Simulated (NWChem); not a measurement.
# difluoromethane (CH2F2); SMILES FCF

```xyz
5

F      1.0976     0.0000    -0.2887
C      0.0000     0.0000     0.4996
F     -1.0976     0.0000    -0.2887
H      0.0000     0.9118     1.1031
H      0.0000    -0.9118     1.1031
```
Atoms are numbered in this order, from 1.

All runs: NWChem. Geometry optimised at PBE0-D3(BJ)/def2-TZVP; all other runs use it. 

| quantity | level | value |
|---|---|---|
| first 1s excitation (eV), C K edge, unshifted | PBE0/cc-pVTZ, TDA | (withheld) |
| −ε(HOMO) (eV) | LRC-wPBEh/def2-SVPD | (withheld) |
| charge (e), Mulliken F1 | B3LYP/def2-SVP | -0.24 |
| cavity-dispersion-structure term (kcal/mol) in water | PBE/def2-SVP, SMD | 3.3 |
| highest occupied level (eV) | LDA (Slater exchange, VWN5)/def2-SVP | -7.74 |
| dipole (D) | PBE0-D3(BJ)/def2-TZVP | (withheld) |
| highest harmonic frequency (cm⁻¹) | PBE0-D3(BJ)/def2-TZVP | 3129 |

Task: Some entries are withheld; supply them.

Result: 
- first 1s excitation (eV), C K edge, unshifted, value: 281.9
- −ε(HOMO) (eV), value: 11.93
- dipole (D), value: 1.86
